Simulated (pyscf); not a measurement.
This saddle point was located with ωB97X-D3(BJ)/def2-SVP in PySCF.

```
Si
H 1 1.4832
H 1 1.4832 2 119.03
H 1 1.5105 2 102.79 3 -112.67
F 1 1.9440 2 90.24 4 -156.98
H 5 1.1942 1 64.71 2 120.44
Si 6 1.8034 5 169.51 1 -0.53
H 7 1.4873 6 117.42 5 69.27
H 7 1.4873 8 111.64 4 70.17
H 7 1.4960 8 109.18 9 120.81
```
Charge 0, spin multiplicity 1.

Surface: singlet, charge 0. Lowest wavenumbers (cm⁻¹): 1230i, 105, 232, 270, 395.

**Question.** Which two sides does it connect, and which bonds change?

**Answer.** H₃Si–SiH₃ + HF ⇌ F–SiH₃ + SiH₄, a four-centre exchange read from left to right: Si–Si, F–H broken and F–Si, H–Si formed. At CCSD(T)/def2-TZVPP + ΔMP2(QZVPP) it lies +38.9 kcal/mol from the left side and +68.5 kcal/mol from the right (each side as separated species at their lowest minima found). At the saddle there is also a short H–Si contact that neither side keeps. This is the saddle that the search found; another between the same sides may lie lower. The CCSD(T) − MP2 part came from Ansatz, without density fitting, on the same reference.
